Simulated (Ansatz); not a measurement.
Fluorite SrCl2 was calculated with PBE+SOC in Ansatz (plane waves, PAW).

Run with plane-wave cutoff 520 eV, 8×8×8 k mesh, Fermi–Dirac smearing 0.01 eV, PAW data made under PBE.

The cell has the measured lattice: a = 6.9744 Å, b = 6.9744 Å, c = 6.9744 Å, α = 90.00°, β = 90.00°, γ = 90.00°.

Q: Predict the band gap, smallest direct gap on the k points sampled and direct gap at Γ.

A: 
band gap: 5.35 eV (indirect)
smallest direct gap on the k points sampled: 5.51 eV
direct gap at Γ: 5.63 eV

Measured, for comparison: band gap 7.5 eV (temperature not stated, no zero-point or thermal correction; as tabulated in Aguado et al. (1999), arXiv:cond-mat/9901145). Computed (rounded) less measured: band gap -2.15 eV.

Note: cell and atoms aren't relaxed at this level (pressure 1.0 GPa).

Static lattice: no zero-point or thermal effects.

It cost about 50 core-seconds (a rough figure) of CPU time.

Ansatz is a first-principles code.
